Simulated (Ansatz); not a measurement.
# C2H5FN2: the cost of one run

All numbers are computed with Ansatz 0.2.0 through its Python package. Level of theory: MP2/def2-SVP.

**1. The system**

Bond lengths: F1–C2 1.339 Å, C2–N3 1.478 Å, N3–C4 1.481 Å, C2–N5 1.445 Å, C4–N5 1.466 Å, C2–H6 1.104 Å, N3–H7 0.954 Å, C4–H8 1.122 Å, C4–H9 1.072 Å, N5–H10 1.001 Å. Angles (14 of 18 angles, heavy atoms first): F1–C2–N3 113.6°, F1–C2–N5 110.7°, N3–C2–N5 85.9°, C2–N3–C4 85.1°, N3–C4–N5 85.0°, C2–N5–C4 86.8°, F1–C2–H6 112.9°, N3–C2–H6 115.3°, N5–C2–H6 115.8°, C2–N3–H7 109.1°, C4–N3–H7 116.4°, N3–C4–H8 110.5°, N3–C4–H9 120.8°, N5–C4–H8 113.2°.

No structure file is read: the coordinates are typed or built in the script.

**2. The script**

run_deck.py reads:

```python
# -*- coding: utf-8 -*-
"""Run C2H5FN2 from an input written out key by key."""

import ansatz as az
import numpy as np

DECK = """
crystal:
  periodic: [false, false, false]
  atoms:
    - { symbol: F, position_ang: [0.305, -0.9249, -1.8775] }
    - { symbol: C, position_ang: [0.6284, -0.2231, -0.7835] }
    - { symbol: "N", position_ang: [-0.3501, 0.8323, -0.4484] }
    - { symbol: C, position_ang: [-0.0939, 0.4446, 0.9578] }
    - { symbol: "N", position_ang: [0.1597, -0.8909, 0.4087] }
    - { symbol: H, position_ang: [1.686, 0.0933, -0.7726] }
    - { symbol: H, position_ang: [-1.2017, 0.5942, -0.8059] }
    - { symbol: H, position_ang: [-1.0386, 0.503, 1.5599] }
    - { symbol: H, position_ang: [0.6553, 0.9458, 1.5372] }
    - { symbol: H, position_ang: [-0.667, -1.4254, 0.2273] }
basis:
  gaussian: { orbitals: def2-SVP }
correlation:
  method: mp2
output:
  forces: true
"""


def main():
    session = az.Session.from_yaml(DECK)
    summary = session.plan(threads=1).execute().report

    for key in ("converged", "free_energy_ev", "reference_energy_ev", "n_frozen", "n_occupied", "n_virtual"):
        print(f"{key:22s} {summary[key]}")
    symbols = ["F", "C", "N", "C", "N", "H", "H", "H", "H", "H"]
    print("correlation energy", round(summary["free_energy_ev"] - summary["reference_energy_ev"], 5), "eV")
    cluster = summary["correlation"].get("coupled_cluster")
    if cluster:
        print("cycles", cluster["cycles"], " T1 diagnostic", round(cluster["t1_diagnostic"], 4), " largest double", round(cluster["largest_double"], 4))
    field = summary["mean_field"]
    print("<S^2> =", round(abs(field["state"]["spin_squared"]), 4), " all-electron relativity setting:", field["relativity"])
    print("passes:", field["passes"])
    if "symmetry" in field:
        print("occupied orbitals by irrep:", field["symmetry"]["occupied"])

    print("forces (eV/A)")
    for symbol, f in zip(symbols, summary["forces_ev_ang"]):
        print(f"  {symbol:2s} {f[0]:9.4f} {f[1]:9.4f} {f[2]:9.4f}")
    charges = summary["charge_distribution"]
    dipole = np.array(charges["dipole_moment_e_ang"]) * 4.803205
    print("dipole (D): {:.3f} {:.3f} {:.3f}, length {:.3f}".format(*dipole, np.linalg.norm(dipole)))
    print("atom  Mulliken   Lowdin")
    for symbol, m, l in zip(symbols, charges["mulliken_charges_e"], charges["lowdin_charges_e"]):
        print(f"{symbol:4s} {m:9.3f} {l:8.3f}")


if __name__ == "__main__":
    main()
```

**3. Launch**

Started as:

```bash
> python run_deck.py
```

What time and memory should one allow on 1 thread of Arm Neoverse V1, shared host?

About 3.7 s, with a peak of 0.25 GiB.
